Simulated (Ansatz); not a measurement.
A made-up structure of BSiNH5, doublet:

```
8
angstrom
B -0.4613 1.0416 -0.7184
N -0.2848 0.2531 0.4277
Si 0.2539 -1.4056 0.4747
H -0.1778 0.5779 -1.7858
H -0.8849 2.1562 -0.6111
H 0.5460 -2.7808 0.6742
H 0.9983 -1.6827 -0.7810
H 1.1079 -1.6045 1.6814
```

It is relaxed with PBE-D4/def2-SVP and then PBE0-D4/def2-TZVP (Ansatz 0.2.0). Atoms count as bonded within 1.22 times the sum of their covalent radii (H–H: 0.88 Å). The end point is not checked to be a true minimum.

Task: Does its bonding change? (A judgement: the text doesn't fix the answer.)

Result: The calculation gives: No: no bond forms or breaks.

Where it ends: The first stage lowers the energy by 3.14 eV in 12 steps. It ends as BSiNH₅ ([BH2][N][SiH3]):
B1  (-0.524, 0.999, -0.779)
N2  (-0.029, -0.103, -0.202)
Si3  (0.636, -1.526, 0.476)
H4  (-0.226, 1.275, -1.916)
H5  (-1.272, 1.725, -0.170)
H6  (-0.440, -2.478, 0.849)
H7  (1.501, -2.134, -0.570)
H8  (1.451, -1.201, 1.673)
(Å)

Labels in which every atom is bracketed show which atoms are joined, not bond orders.

For scale, one of the runs: PBE0-D4/def2-TZVP relaxation, 129 basis functions, launched by `ansatz run in.yaml --threads 2 --pin off --events-out ev --progress --plain --max-ram 4352MiB`. Hardware: 2 CPU threads of an Arm Neoverse V1, shared host. Wall time about 55 s.
